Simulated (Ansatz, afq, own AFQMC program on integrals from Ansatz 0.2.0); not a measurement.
## NHO, singlet in cc-pVDZ, levels against CCSDT(Q)

```xyz
3

N     0.0000   -0.1189    0.5226
O     0.0000    0.0594   -0.5189
H     0.0000    0.7103    0.9742
```

Connectivity, by distances: NH–O.

Basis cc-pVDZ. Noble-gas cores (and the filled d shells of Ga–Kr and In–Xe) are frozen. Integrals, coupled cluster, full CI and functionals: Ansatz 0.2.0; the random walks run on the same integrals in our own AFQMC program. The CISD trial takes its coefficients from CCSD amplitudes. Released means that phaseless walkers are propagated on without the constraint, phases kept. Error bars are statistical, one sigma.

Determinant: RHF, the one that the program's search chose, which needn't be the lowest solution. The geometry is a point of a scan.

No full CI on the walks' own integrals is used here; CCSDT(Q) serves as the reference and is uncertain by about the last step of the cluster series.

Cautions: higher spins were not checked; restricted determinant unstable towards unrestricted (UHF 16 meV lower, ⟨S²⟩ 0.20).

```
T1 diagnostic                               : 0.0108
weight of the determinant in the CISD state : 0.906
size of the correlated space                : 12 electrons in 31 orbitals
```

Reference: CCSDT(Q), correlation energy -9.369 eV. The released energy is read at 2.40 1/Eh (meV from the phaseless value at times in 1/Eh: 12 ± 13 at 0.24, 5 ± 11 at 0.51, 5 ± 15 at 0.99, -15 ± 18 at 1.62, -4 ± 21 at 2.40).

```tsv
level	E − E(reference) (kJ/mol)	share of correlation (%)
HF	904.0	0.00
MP2	66.5	92.64
CCSD	25.4	97.19
CCSD(T)	3.5	99.61
CCSDT	2.5	99.72
ph-AFQMC/CISD	-0.3 ± 1.2	100.04
released AFQMC	-0.7 ± 2.0	100.08
```

A walk keeps the symmetry of its determinant, which the program's search chose and which needn't be the lowest solution, so a lower state of the same spin and another symmetry isn't excluded. Released energies are given only where the last usable release times agree within the noise; a slower fall can still hide under it.
